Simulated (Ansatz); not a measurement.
Energy profile

The step: CH₄ + HS → CH₃ + H₂S; bonds formed: H1–S3; bonds broken: H1–C2 (atoms numbered as in the saddle structure below).

```json
{"atom": "H1", "x (Å)": "-0.0268", "y (Å)": "-0.0255", "z (Å)": "-0.6348"}
{"atom": "C2", "x (Å)": "-0.4493", "y (Å)": "-0.1983", "z (Å)": "0.9353"}
{"atom": "S3", "x (Å)": "0.4025", "y (Å)": "0.1590", "z (Å)": "-1.9871"}
{"atom": "H4", "x (Å)": "0.1608", "y (Å)": "0.5813", "z (Å)": "1.3734"}
{"atom": "H5", "x (Å)": "-0.1368", "y (Å)": "-1.2251", "z (Å)": "1.0764"}
{"atom": "H6", "x (Å)": "-1.5077", "y (Å)": "-0.0014", "z (Å)": "0.8197"}
{"atom": "H7", "x (Å)": "1.5573", "y (Å)": "0.7101", "z (Å)": "-1.5830"}
```

Electronic energies by CCSD(T) at an estimated basis limit (MP2 extrapolated from triple and quadruple zeta, plus CCSD(T) − MP2 in triple zeta), on PBE0-D4/def2-TZVP structures; CH5S, doublet; no counterpoise correction; spin–orbit coupling, which lowers free halogen atoms and radicals such as OH and SH, is left out. Computed with Ansatz 0.2.0 (basis: def2-TZVPP and def2-QZVPP); correlated methods freeze the cores; orbitals are unrestricted. Extrapolation: Hartree–Fock as exp(−7.88 √X), correlation as X^−2.97.

Q: Give the profile in kJ/mol, counted from the separated reactants. (Judge from chemistry; the value comes from the calculation.)

A: The calculation gives:
```csv
point,kJ/mol
"separated: CH4 (H1, C2, H4, H5, H6; singlet) + HS (S3, H7; doublet)",0.0
start structure,-3.5
saddle,82.1
end structure,64.6
"separated: H2S (H1, S3, H7; singlet) + CH3 (C2, H4, H5, H6; doublet)",68.7
```

T1 diagnostic: at most 0.014. ⟨S²⟩ of the unrestricted Hartree–Fock references: 0.76 to 0.78 (a pure state has 0.75).

For scale, one of the runs: CCSD(T)/def2-TZVPP, 143 basis functions (an equivalent command: `ansatz run in.yaml --threads 2`). Time: 20 s of wall clock on 2 CPU threads; the host was shared. Peak host memory: 2.1 GiB.
